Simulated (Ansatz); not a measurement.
Results of PBEsol in Ansatz (PAW) for hcp Tl.

Run with plane-wave cutoff 520 eV, 18×18×10 k mesh (along the axes of the cell as run), Fermi–Dirac smearing 0.05 eV, scalar-relativistic PAW data made under PBE.

Computed points:

```csv
V (Å³/atom),E − E_lowest (meV/atom)
27.477,5.49
28.050,1.29
28.622,0.00
29.195,1.28
29.767,4.82
```

Q: Fit the third-order Birch–Murnaghan equation and give B0 and B′.

A: V0 = 28.610 Å³/atom, B0 = 36.0 GPa, B′ = 5.4 (fit to the energies at full precision).

Shape and atoms are relaxed at each volume.

Measured, for comparison: bulk modulus 37.4 GPa (copied from a table, unchecked, extrapolated to 0 K and zero-point effects removed; as tabulated in Lejaeghere et al. (2013), arXiv:1204.2733). Computed (rounded) less measured: bulk modulus not scored (unchecked).

Note: the bulk modulus comes from volumes at which shape and atoms were relaxed.

Spin–orbit coupling is not included; it can shift volumes and moduli of such heavy elements.

The computed numbers hold no vibrational or temperature effects.

Ansatz is an electronic-structure program.
